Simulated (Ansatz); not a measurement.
# Heating and cooling a random packing of SrLi3Y3Al9

A packing of 16 atoms, thrown in at random and pushed apart as soft spheres with like charges further apart (9 Al, 3 Li, 1 Sr, 3 Y) went through Langevin stages in a fixed cell of 24.25 Å³/atom, at one k point, without spin and with a Fermi–Dirac width of kT (0.05 eV at least). Level of theory: Ansatz, DFT PBE, scalar-relativistic, plane waves, PAW.

| thermostat (K) | duration (fs) | friction (1/fs) | cutoff (eV) | mean T (K) | mean P (GPa) | mean square displacement (Å²) |
| --- | --- | --- | --- | --- | --- | --- |
| 1470 | 36 | 0.030 | 320 | 1502 | 2.2 | 0.13 |
| 1470 | 375 | 0.030 | 420 | 1767 | 0.9 | 0.53 |
| 1060 | 375 | 0.030 | 420 | 921 | -0.3 | 0.29 |
| 590 | 375 | 0.030 | 420 | 572 | -1.3 | 0.26 |
| 300 | 375 | 0.030 | 420 | 270 | -1.7 | 0.15 |

Means run over the second half of a stage; pressure includes the kinetic part; displacements count from the stage's start, the atoms' common shift taken off. In so short a run the atoms moved about a bond length or less in the hot stages, so this is an annealed packing, not a quenched equilibrium liquid.

Cell and atoms were then relaxed on coarser meshes and computed once more: Settings: cutoff 420 eV, Γ-centred mesh 5×5×4 on the computed 16-atom cell, Gaussian smearing of 0.10 eV; no spin polarisation.

**Question.** What structure is left?

**Answer.** One draw of many: 21.69 Å³/atom with no gap on the mesh, 0.16 eV/atom below the elements' standard states (static lattices, no corrections for gases) (a random packing after short dynamics, relaxed).

Counting as bonded all pairs within 1.3 times the summed covalent radii:

```tsv
atom → neighbour	mean count	mean length (Å)	spread (Å)
Al → Al	4.67	2.79	0.12
Al → Li	2.00	2.73	0.12
Al → Sr	1.44	3.63	0.27
Al → Y	2.22	3.21	0.16
Li → Al	6.00	2.73	0.12
Li → Li	0.67	2.47	0.00
Li → Sr	0.67	3.66	0.28
Li → Y	3.33	3.48	0.33
Sr → Al	13.00	3.63	0.27
Sr → Li	2.00	3.66	0.28
Sr → Y	6.00	4.31	0.40
Y → Al	6.67	3.21	0.16
Y → Li	3.33	3.48	0.33
Y → Sr	2.00	4.31	0.40
Y → Y	4.00	3.87	0.25
```

Angles between all pairs of such bonds at an atom (mean ± spread): 97 ± 33° at Al, 97 ± 34° at Li, 93 ± 36° at Sr, 95 ± 35° at Y.

```xyz
16
Lattice="6.6900 -0.0384 0.6693 -0.0368 6.4935 -0.0837 0.6868 -0.0899 8.0572" Properties=species:S:1:pos:R:3 pbc="T T T"
Al    2.6681    4.8287    0.3149
Al    0.6675    3.0004    5.6069
Al    0.3002    3.1388    0.4517
Al    1.9592    0.8569    4.6453
Al    4.1954    0.2796    6.5959
Al    3.1017    3.1462    3.9075
Al    2.3919    4.9779    5.6895
Al    5.0849    4.3653    5.5900
Al    5.2927    2.7422    7.8540
Y     2.6456    1.3266    1.5244
Y     0.7920    4.9584    2.9596
Y     5.8822    1.7490    3.8981
Li    3.9404    5.8150    3.6856
Li    2.9789    2.5563    6.6646
Li    4.6552    4.0984    2.0567
Sr    6.9280    6.3015    8.1959
```

The final mesh leaves forces up to 0.24 eV/Å and stresses up to 0.8 GPa: the relaxation ran on a coarser mesh, so the cell's shape, its bonds and its energy belong partly to that mesh.

Cost: 6 runs of about 47 core-minutes in all (earlier runs that led there not counted), on Arm Neoverse V1 (shared hosts).